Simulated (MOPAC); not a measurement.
MOPAC input (PM6):

```
PM6 1SCF UHF MS=0.5 GEO-OK AUX(PRECISION=9) THREADS=1
CHCl2

C     0.15843431 1   -0.00360145 1    0.66878908 1
Cl   -0.06875929 1    1.47284799 1   -0.15074332 1
Cl   -0.03583858 1   -1.47140540 1   -0.17439705 1
H     0.82755792 1   -0.00291530 1    1.51465181 1
```

From the output:

```
                                                       MOPAC v23.2.5 Linux

          FINAL HEAT OF FORMATION =         11.23753 KCAL/MOL =      47.01781 KJ/MOL

          COSMO AREA              =         95.75 SQUARE ANGSTROMS
          COSMO VOLUME            =         79.34 CUBIC ANGSTROMS

          IONIZATION POTENTIAL    =          9.606471 EV
          ALPHA SOMO LUMO (EV)    =         -9.606  0.241
          BETA  SOMO LUMO (EV)    =        -11.305 -0.512
          NO. OF ALPHA ELECTRONS  =         10
          NO. OF BETA  ELECTRONS  =          9
          MOLECULAR WEIGHT        =         83.9249         POINT GROUP:  Cs

          MOLECULAR DIMENSIONS (Angstroms)

            Atom       Atom       Distance
           Cl     3   Cl     2     2.94453
           Cl     2    H     4     1.89400
            C     1    H     4     0.19961

          SCF CALCULATIONS        =          1

   ATOM   CHEMICAL          X               Y               Z
  NUMBER   SYMBOL      (ANGSTROMS)     (ANGSTROMS)     (ANGSTROMS)

     1       C          0.15843431  *  -0.00360145  *   0.66878908  *
     2      Cl         -0.06875929  *   1.47284799  *  -0.15074332  *
     3      Cl         -0.03583858  *  -1.47140540  *  -0.17439705  *
     4       H          0.82755792  *  -0.00291530  *   1.51465181  *

                             CARTESIAN COORDINATES

   1    C        0.158434310    -0.003601450     0.668789080
   2   Cl       -0.068759290     1.472847990    -0.150743320
   3   Cl       -0.035838580    -1.471405400    -0.174397050
   4    H        0.827557920    -0.002915300     1.514651810

           Empirical Formula: C H Cl2  =     4 atoms

      MOLECULAR POINT GROUP   :   Cs

          ALPHA EIGENVALUES
 -27.96114 -26.41621 -22.55691 -16.52882 -16.07882 -14.00751 -11.77258 -11.36297
 -11.36174  -9.60647   0.24143   0.58552   4.71851  85.89307  85.97899  86.21353
  86.77273  86.78073  87.11956  87.13638  87.21341  87.69205  87.69719

           BETA EIGENVALUES
 -27.69815 -26.15956 -22.13746 -16.23888 -15.82656 -12.91210 -11.38738 -11.30542
 -11.30506  -0.51227   0.63866   1.05742   4.91356  85.94477  86.01034  86.21460
  86.87884  86.89297  87.17842  87.19252  87.21526  87.72531  87.78379

              NET ATOMIC CHARGES AND DIPOLE CONTRIBUTIONS

  ATOM NO.   TYPE          CHARGE      No. of ELECS.   s-Pop       p-Pop       d-Pop
    1          C          -0.173769        4.1738     1.19655     2.97722
    2         Cl          -0.008025        7.0080     1.98802     5.01376     0.00625
    3         Cl          -0.008025        7.0080     1.98802     5.01376     0.00625
    4          H           0.189818        0.8102     0.81018
 DIPOLE           X         Y         Z       TOTAL
 POINT-CHG.     0.626     0.000     0.835     1.044
 HYBRID         0.161     0.005    -0.349     0.384
 SUM            0.788     0.005     0.487     0.926

          ATOMIC ORBITAL ELECTRON POPULATIONS

     Atom    s        px        py        pz      x^2-y^2     xz        z^2       yz        xy
    1  C   1.19655   1.12690   0.84765   1.00267
    2 Cl   1.98802   1.91917   1.31683   1.77776   0.00195   0.00033   0.00066   0.00241   0.00090
    3 Cl   1.98802   1.92306   1.32421   1.76648   0.00193   0.00032   0.00067   0.00247   0.00086
    4  H   0.81018

                    (SZ)    =    0.500000
                    (S**2)  =    0.753344

          ATOMIC ORBITAL SPIN POPULATIONS

    Atom   Total    s     px     py     pz   x^2-y^2  xz     z^2    yz     xy
         Atomic
    1  C  0.9088  0.051  0.645  0.032  0.180
    2 Cl  0.0555  0.001  0.059 -0.023  0.018  0.000  0.000  0.000  0.000  0.000
    3 Cl  0.0555  0.001  0.060 -0.023  0.017  0.000  0.000  0.000  0.000  0.000
    4  H -0.0198 -0.020

 **********************
 *                    *
 * JOB ENDED NORMALLY *
 *                    *
 **********************

 == MOPAC DONE ==
```

The geometry given is a B3LYP-D3(BJ)/def2-TZVP minimum.
